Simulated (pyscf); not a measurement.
## 1,1-elimination: F–GeH₂–F (SMILES [F][GeH2][F]) -> HF (SMILES F) + F–GeH: (SMILES [F][GeH]) [singlet]

Gas phase, singlet surface, charge 0. Bonds broken: F1–Ge2, Ge2–H4. Bonds formed: F1–H4. Single points on ωB97X-D3(BJ)/def2-SVP structures (PySCF, gas phase). Correlated levels are frozen-core, on RHF or UHF. ΔMP2 is the change of the MP2 total energy from the triple- to the quadruple-zeta basis.

Transition state (Å):

```xyz
5

F     -0.2236     0.7809    -0.1181
Ge    -1.5135    -0.6677     0.3440
F     -0.9533    -2.0182    -0.5997
H     -1.4806     0.8043    -0.3570
H     -1.1275    -1.1033     1.7782
```

One imaginary mode, 1416i cm⁻¹; descent along it reached the two sides named, in the forms told below.

```json
[
 {"bond": "F1–Ge2", "change": "breaks", "reactant side (Å)": "1.731", "saddle": "1.994", "product side": "2.355"},
 {"bond": "Ge2–H4", "change": "breaks", "reactant side (Å)": "1.525", "saddle": "1.631", "product side": "2.335"},
 {"bond": "F1–H4", "change": "forms", "reactant side (Å)": "2.6", "saddle": "1.280", "product side": "0.951"}
]
```

Electronic energies relative to the reactant's lowest minimum found (kJ/mol):

| level | barrier | reaction energy | reverse barrier |
|---|---|---|---|
| ωB97X-D3(BJ)/def2-TZVP | 277.1 | +197.7 | 79.4 |
| PBE/def2-TZVP | 219.5 | +173.1 | 46.5 |
| r²SCAN/def2-TZVP | 249.7 | +203.3 | 46.3 |
| B3LYP-D3(BJ)/def2-TZVP | 251.7 | +173.3 | 78.4 |
| PBE0-D3(BJ)/def2-TZVP | 257.2 | +189.1 | 68.1 |
| M06-2X/def2-TZVP | 287.4 | +204.6 | 82.9 |
| ωB97M-D3(BJ)/def2-TZVP | 264.5 | +176.3 | 88.2 |
| HF/def2-TZVP | 356.4 | +195.7 | 160.7 |
| MP2/def2-QZVPP | 276.1 | +195.3 | 80.7 |
| CCSD/def2-TZVPP | 294.8 | +190.4 | 104.4 |
| CCSD(T)/def2-TZVPP | 280.2 | +191.4 | 88.9 |
| CCSD(T)/def2-TZVPP + ΔMP2(QZVPP) | 274.6 | +183.8 | 90.8 |

With CCSD(T)/def2-TZVPP + ΔMP2(QZVPP) energies and thermal terms (ideal gas, 1 atm, RRHO with modes under 100 cm⁻¹ raised to 100, one conformer, R ln 2 for rigid chiral ones), in kJ/mol:

| T (K) | ΔH‡ | ΔG‡ | ΔH | ΔG |
|---|---|---|---|---|
| 298 | 265.0 | 260.0 | +180.0 | +135.6 |
| 600 | 264.4 | 255.0 | +180.2 | +90.2 |
| 900 | 263.1 | 250.5 | +177.8 | +45.6 |
| 1200 | 261.3 | 246.5 | +174.3 | +2.0 |

On the product side the descent ends in a bound adduct (not fully relaxed), 39.4 kJ/mol under the separated species and 118.8 kJ/mol under the saddle at ωB97X-D3(BJ)/def2-TZVP. One saddle was located; it need not be the lowest between these sides. The CCSD(T) − MP2 part came from Ansatz, without density fitting, on the same reference. The frozen core leaves the outer d or s,p core shells of the metals and heavy elements correlated in the MP2 and CC values, and def2-TZVPP describes them poorly, which can shift differences by a few kcal/mol. Elements up to Kr have no core potential and no relativistic terms here.
